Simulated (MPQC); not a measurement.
**A MPQC job on [SiPH4]− (SMILES [SiH2-]P)**

Aim: a single-point energy of [SiPH4]−.

Program for the calculation: MPQC 2.3.1.

2 further runs of the same task are left out: 2 that didn't finish.

## (1) The molecule

The species is [SiPH4]− (6 atoms), meant as a singlet with charge -1. As SMILES, `[SiH2-]P`. The coordinates come from a GFN2-xTB relaxation. This is one conformer, not always the lowest.

Bond lengths: Si1–P2 2.225 Å, Si1–H3 1.503 Å, Si1–H4 1.503 Å, P2–H5 1.375 Å, P2–H6 1.375 Å. Angles: Si1–P2–H5 94.0°, Si1–P2–H6 94.1°, P2–Si1–H3 96.4°, P2–Si1–H4 96.5°, H5–P2–H6 91.3°, H3–Si1–H4 96.7°.

## (2) The job

The input, mol.in:

```
% H4PSi
molecule<Molecule>: (
    symmetry = c1
    unit = angstrom
    { atoms geometry } = {
        Si [ 0.357650    -1.019850    -0.132620 ]
        P  [ -0.355230     1.071380     0.132600 ]
        H  [ -0.387090    -1.600590     1.036860 ]
        H  [ -0.642080    -1.408110    -1.185860 ]
        H  [ 0.407400     1.565440    -0.899820 ]
        H  [ 0.619350     1.391730     1.048840 ]
    }
)
basis<GaussianBasisSet>: (
    name = "6-311G**"
    molecule = $:molecule
    basisdir = "."
    puream = no
)
mpqc: (
    checkpoint = no
    savestate = no
    restart = no
    do_energy = yes
    do_gradient = no
    optimize = no
    mole<MBPT2>: (
        molecule = $:molecule
        basis = $:basis
        memory = 1000000000
        method = mp
        nfzc = 10
        reference<CLHF>: (
            molecule = $:molecule
            basis = $:basis
            total_charge = -1
            memory = 1000000000
            print_evals = yes
            maxiter = 4
            guess_wavefunction<ExtendedHuckelWfn>: (
                molecule = $:molecule
                total_charge = -1
                multiplicity = 1
                basis<GaussianBasisSet>: (
                    name = "STO-3G"
                    molecule = $:molecule
                )
            )
        )
    )
)
```

The basis set 6-311G** is read from a file made from the Basis Set Exchange's data (not shown).

The run is started by

```console
mpqc mol.in > mol.out
```

Log:

```text
MPQC: Massively Parallel Quantum Chemistry
                                   Version 2.3.1

  Using IntegralV3 by default for molecular integrals evaluation

  CLSCF::init: total charge = -1

  docc = [ 17 ]
  nbasis = 78

  Molecular formula H4PSi

  The following keywords in "mol.in" were ignored:
    mpqc:mole:reference:guess_wavefunction:multiplicity

  MPQC options:
    matrixkit     = <ReplSCMatrixKit>
    restart       = no
    checkpoint    = no
    savestate     = no
    do_energy     = yes
    do_gradient   = no
    optimize      = no
    write_pdb     = no
    print_mole    = yes
    print_timings = yes

    Using symmetric orthogonalization.
  n(basis):            78
  Maximum orthogonalization residual = 6.38402
  Minimum orthogonalization residual = 0.00198234
  Using symmetric orthogonalization.
  n(basis):            78
  Maximum orthogonalization residual = 6.38402
  Minimum orthogonalization residual = 0.00198234

  Entered memgrp based MP2 routine
  Static memory used per node:    56160 Bytes
  Minimum memory required:        931152 Bytes
  Batch size:                     7
   npass  rest  nbasis  nshell  nfuncmax
    1      0     78       40       6
   nocc   nvir   nfzc   nfzv
    17     61     10     0

  SCF::compute: energy accuracy = 1.0000000e-08

  nuclear repulsion energy =   83.5745501407

  integral intermediate storage = 357512 bytes
  integral cache = 999593192 bytes
  Projecting guess wavefunction into the present basis set
      Using symmetric orthogonalization.
      n(basis):            22
      Maximum orthogonalization residual = 2.02325
      Minimum orthogonalization residual = 0.272575
      docc = [ 17]
      socc = [ 0]

      Projecting the guess density.

        The number of electrons in the guess density = 34
        The number of electrons in the projected density = 33.9723

  Beginning iterations.  Basis is 6-311G**.
  iter     1 energy = -629.0973282914 delta = 8.58470e-02
  iter     2 energy = -631.8901355678 delta = 3.02488e-02
  iter     3 energy = -631.9696818509 delta = 9.75715e-03
  iter     4 energy = -631.9760134619 delta = 2.64750e-03

  A
        1  -79.72674    2.00000
        2  -68.52465    2.00000
        3   -7.27540    2.00000
        4   -5.87344    2.00000
        5   -5.17011    2.00000
        6   -5.16957    2.00000
        7   -5.16867    2.00000
        8   -3.97909    2.00000
        9   -3.97853    2.00000
       10   -3.97782    2.00000
       11   -0.67091    2.00000
       12   -0.45524    2.00000
       13   -0.34936    2.00000
       14   -0.24021    2.00000
       15   -0.23900    2.00000
       16   -0.19301    2.00000
       17   -0.06135    2.00000
       18    0.28263    0.00000
       19    0.30120    0.00000
       20    0.30343    0.00000
       21    0.33450    0.00000
       22    0.37194    0.00000
       23    0.40692    0.00000
       24    0.43288    0.00000
       25    0.43589    0.00000
       26    0.46638    0.00000
       27    0.47264    0.00000
[... 38 lines of this table left out ...]
       66    3.15319    0.00000
       67    3.27979    0.00000
       68    3.57327    0.00000
       69   10.26983    0.00000
       70   11.98794    0.00000
       71   12.42769    0.00000
       72   12.45410    0.00000
       73   12.47351    0.00000
       74   15.04424    0.00000
       75   15.04631    0.00000
       76   15.08384    0.00000
       77  149.73025    0.00000
       78  172.40178    0.00000

  HOMO is    17   A =  -0.061353
  LUMO is    18   A =   0.282630

  total scf energy = -631.9760134619
ERROR: SC EXCEPTION RAISED:
terminate called after throwing an instance of 'sc::ToleranceExceeded'
```

Wall time 12 s (1 thread of Intel Xeon at 2.50GHz (Skylake/Cascade Lake), shared host).

## (3) What went wrong

No converged result was reached.

The cause is that the iteration cap is too low for convergence. To mend it: raise the iteration cap from 4.
